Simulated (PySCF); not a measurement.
**Level of theory and gas-phase deprotonation enthalpies: ketene**

Structure: `C=C=O` (C2H2O). Optimised structure (Å), atoms numbered from 1:
```
C    -0.5371    0.0202   -0.0636
C     0.7704   -0.0268    0.0716
O     1.9240   -0.0688    0.1905
H    -1.0348    0.9869   -0.1432
H    -1.1073   -0.9084   -0.0935
```

All levels share the PBE0-D3(BJ)/ma-def2-SVP structures and the PBE0-D3(BJ)/ma-def2-SVP thermal terms; only the single-point energies (PySCF) change. Values are gas-phase deprotonation enthalpies (298 K, kJ/mol).

```tsv
level	C1	abs. error	time
MP2/ma-def2-TZVP	1516	14.8	4 s
CCSD(T)/ma-def2-TZVP	1535	4.2	86 s
PBE0-D3(BJ)/ma-def2-TZVP	1538	7.0	–
HF/ma-def2-TZVP	1569	38.2	0.8 s
ATcT 1.112	1531
```

Times are wall times for all single points of a level on 1 thread of Arm Neoverse V2, a shared host; the dash marks the run that also made the structures.

Hartree-Fock leaves out electron correlation, so its deprotonation energies can be off by tens of kJ/mol.

The spread: 53 kJ/mol, from 1516 to 1569.
